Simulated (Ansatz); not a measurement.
in.yaml

```yaml
crystal:
  periodic: [false, false, false]
  atoms:
    - {symbol: Ge, position_ang: [0.000000, -0.026753, 0.000000]}
    - {symbol: H, position_ang: [0.000000, 0.964004, -1.717374]}
    - {symbol: H, position_ang: [0.000000, 0.964004, 1.717374]}
basis:
  gaussian: {orbitals: cc-pVDZ}
magnetization: {spin_polarized: true, initial_magnetization: 2}
correlation: {method: bccd_t, electrons: valence}
scf: {lower_state_search: full}
output: {forces: true}
```

```sh
$ ansatz run in.yaml --threads 1 --pin off --events-out ev --progress --plain --max-ram 2393MiB
```

Output:

```
417 factors; integrals over basis functions are off by at most 1.1e-3 eV
mean field evaluation 1: about -56500.1046 eV, gradient 5.4e0 eV
mean field evaluation 2: about -56500.1057 eV, gradient 5.4e0 eV
mean field evaluation 4: about -56500.6321 eV, gradient 9.9e-1 eV
mean field evaluation 8: about -56500.6640 eV, gradient 3.5e-3 eV
mean field evaluation 16: about -56500.6301 eV, gradient 9.9e-1 eV
mean field evaluation 32: about -56494.9161 eV, gradient 4.5e0 eV
mean field evaluation 64: about -56500.6642 eV, gradient 1.3e-6 eV
mean field evaluation 96: about -56498.7434 eV, gradient 1.7e-4 eV
mean field -56500.66415492 eV, -2076.3611101675 hartree, gradient 1.3e-6 eV, S^2 2.072473; 6 other end points of the search recorded, 0 dependent functions left out
determinant -56500.66415492 eV, -2076.3611101675 hartree, with singles and doubles -56503.81772235 eV, -2076.4770016333 hartree
determinant -56498.74339432 eV, -2076.2905235175 hartree, with singles and doubles -56501.76922075 eV, -2076.4017205878 hartree
determinant -56498.57303020 eV, -2076.2842627515 hartree, with singles and doubles -56501.56010387 eV, -2076.3940356844 hartree
9 core orbitals not correlated: weight in the atoms' cores, before any rotation towards them, 1.000 or more for the frozen orbitals, at most 0.000 for the correlated occupied ones
reference -56500.66415492 eV, -2076.3611101675 hartree; 9, 7 occupied and 19, 21 virtual orbitals, 417 factors
second order -2.32457998 eV of doubles, -0.00000000 eV of singles
cycle   1  -3.15278180 eV  change    7.9e-4 eV  update   1.1e-2
cycle   2  -3.14686060 eV  change    5.9e-3 eV  update   5.4e-3
cycle   3  -3.14220118 eV  change    4.7e-3 eV  update   3.5e-3
cycle   4  -3.14352730 eV  change   -1.3e-3 eV  update   1.5e-3
cycle   5  -3.14416577 eV  change   -6.4e-4 eV  update   5.7e-4
cycle   6  -3.14433519 eV  change   -1.7e-4 eV  update   2.0e-4
cycle   7  -3.14430446 eV  change    3.1e-5 eV  update   8.7e-5
cycle   8  -3.14428709 eV  change    1.7e-5 eV  update   4.2e-5
cycle   9  -3.14426328 eV  change    2.4e-5 eV  update   1.5e-5
cycle  10  -3.14425999 eV  change    3.3e-6 eV  update   3.9e-6
cycle  11  -3.14426167 eV  change   -1.7e-6 eV  update   1.2e-6
cycle  12  -3.14426239 eV  change   -7.2e-7 eV  update   5.1e-7
cycle  13  -3.14426275 eV  change   -3.6e-7 eV  update   2.1e-7
perturbative correction -0.12432119 eV, -0.0045687194 hartree
the calculation of the forces begins
Total energy: -56503.93273886 eV, -2076.4812284118 hartree
Atom 0 at     0.000000    -0.026753     0.000000 Å, force    -0.000000     2.321712     0.000000 eV/Å
Atom 1 at     0.000000     0.964004    -1.717374 Å, force     0.000000    -1.160856     2.107225 eV/Å
Atom 2 at     0.000000     0.964004     1.717374 Å, force    -0.000000    -1.160856    -2.107225 eV/Å
Dipole moment:     0.000000    -0.098824    -0.000000 e Å
```

Forces (eV/Å):
```
Ge   0.000  2.322  0.000
H    0.000 -1.161  2.107
H    0.000 -1.161 -2.107
```

Ran on 1 thread of Arm Neoverse V1, shared host: 4.2 s wall, 0.14 GiB peak host memory.
